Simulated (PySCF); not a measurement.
Molecule: C₂Cl₃, net charge 0, doublet state. It need not be the lowest isomer of its formula. SMILES: Cl[C]=C(Cl)Cl
Geometry from a B3LYP-D3(BJ)/def2-TZVP (Ansatz) optimisation:
```
C
C 1 1.3083
Cl 2 1.6518 1 137.45
Cl 1 1.7281 2 121.28 3 -180.00
Cl 1 1.7398 2 123.03 3 0.00
```
Charge 0, spin multiplicity 2.

Dispersion corrections to the total energy (kcal/mol) from the dftd3 and dftd4 libraries through PySCF: D3(BJ) without and D4 with the three-body term, each with the damping fitted for the functional named.

```json
[
 {"functional": "BLYP", "D3(BJ)": "[?]", "D4": "-9.16"},
 {"functional": "B2GP-PLYP", "D3(BJ)": "[?]", "D4": "-1.77"},
 {"functional": "r2SCAN", "D3(BJ)": "-1.06", "D4": "-0.95"},
 {"functional": "PBE0", "D3(BJ)": "-3.50", "D4": "-3.50"},
 {"functional": "CAM-B3LYP", "D3(BJ)": "-3.42", "D4": "-3.60"},
 {"functional": "PW6B95", "D3(BJ)": "[?]", "D4": "-3.53"},
 {"functional": "HF", "D3(BJ)": "-29.78", "D4": "-14.26"}
]
```

**Question.** Complete the blanks.

**Answer.** 
- BLYP, D3(BJ): -8.86
- B2GP-PLYP, D3(BJ): -3.18
- PW6B95, D3(BJ): -2.31
